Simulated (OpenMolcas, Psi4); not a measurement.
**How methods differ on S2O (SMILES O=S=S)**

The species is S2O (3 atoms), meant as a singlet with charge 0. SMILES: `O=S=S`. The coordinates come from a PBE0-D4/def2-TZVP relaxation.

```tsv
atom	x (Å)	y (Å)	z (Å)
O	0.4516	1.2040	0.4932
S	0.5291	-0.2055	0.1489
S	-0.9807	-0.9985	-0.6421
```

Quantity: the dipole moment, in D. The values are calculated.

**What was measured.** NIST CCCBDB gives the dipole moment of the gas as 1.47 D.

```csv
level,kind,program,value (D),computed − measured,CPU time
HF/def2-TZVP,Hartree–Fock,OpenMolcas,1.88,+0.41,11 s
TPSS/def2-TZVP,meta-GGA,Psi4,1.33,-0.14,23 s
B3LYP/def2-TZVP,global hybrid,Psi4,1.54,+0.07,7.2 s
BHLYP/def2-TZVP,global hybrid,Psi4,1.70,+0.23,13 s
M06-2X/def2-TZVP,hybrid meta-GGA,OpenMolcas,1.65,+0.18,36 s
PBE0/def2-TZVP,global hybrid,Psi4,1.49,+0.02,12 s
TPSSh/def2-TZVP,hybrid meta-GGA,Psi4,1.39,-0.08,48 s
wB97X-V/def2-TZVP,range-separated hybrid,Psi4,1.55,+0.08,54 s
```

Nearest: PBE0/def2-TZVP (+0.02 D); farthest: HF/def2-TZVP (+0.41 D). The measured dipole is a vibrational average, so differences of a few hundredths of a debye mean little. Computed less measured by kind, in D (def2-TZVP rows): Hartree–Fock +0.41; meta-GGA -0.14; global hybrid -0.08 to +0.23; range-separated hybrid +0.08. Magnitudes only. Times are those of the runs behind each value, whatever else they computed, on shared processors of several kinds: orders of magnitude only.
